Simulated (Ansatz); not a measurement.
Input and output for `COS(=O)OC`.

```yaml
crystal:
  periodic: [false, false, false]
  atoms:
    - {symbol: C, position_ang: [-1.140143, -1.449724, 0.684707]}
    - {symbol: O, position_ang: [-0.336644, -1.162079, -0.455252]}
    - {symbol: S, position_ang: [1.199876, -0.737445, -0.110411]}
    - {symbol: O, position_ang: [1.784984, -0.579494, -1.417942]}
    - {symbol: O, position_ang: [0.937176, 0.725110, 0.517107]}
    - {symbol: C, position_ang: [0.488350, 1.752366, -0.374541]}
    - {symbol: H, position_ang: [-2.000424, -2.009473, 0.321957]}
    - {symbol: H, position_ang: [-1.474682, -0.528080, 1.166883]}
    - {symbol: H, position_ang: [-0.594626, -2.058796, 1.412036]}
    - {symbol: H, position_ang: [1.183457, 1.862002, -1.206877]}
    - {symbol: H, position_ang: [-0.508063, 1.521186, -0.755525]}
    - {symbol: H, position_ang: [0.460730, 2.664428, 0.217858]}
basis:
  gaussian: {orbitals: aug-cc-pVDZ, fitting: {mean_field: def2-universal-jkfit}}
hamiltonian: {xc: {name: SVWN5}}
```

```sh
$ ansatz run in.yaml --threads 4 --pin off --events-out ev --progress --plain --max-ram 10444MiB
```

Shortened log:

```
Functional definition: SVWN5
617 factors; integrals over basis functions are off by at most 2.4e-1 eV
mean field evaluation 1: about -19027.9071 eV, gradient 9.7e1 eV
mean field evaluation 2: about -18965.4890 eV, gradient 2.0e2 eV
mean field evaluation 4: about -19045.8595 eV, gradient 2.4e1 eV
mean field evaluation 8: about -19046.8759 eV, gradient 4.8e-1 eV
mean field evaluation 16: about -19046.8764 eV, gradient 1.5e-4 eV
mean field -19046.87635264 eV, -699.9597955232 hartree, gradient 8.3e-5 eV, S^2 0.000000; 0 other end points of the search recorded, 0 dependent functions left out
reference -19046.87642669 eV, -699.9597982442 hartree; 29, 29 occupied and 167, 167 virtual orbitals, 617 factors
Total energy: -19046.87642669 eV, -699.9597982442 hartree
```

Run time 1.3 s (4 threads of an Arm Neoverse V1 on a shared host); peak host memory 0.25 GiB.
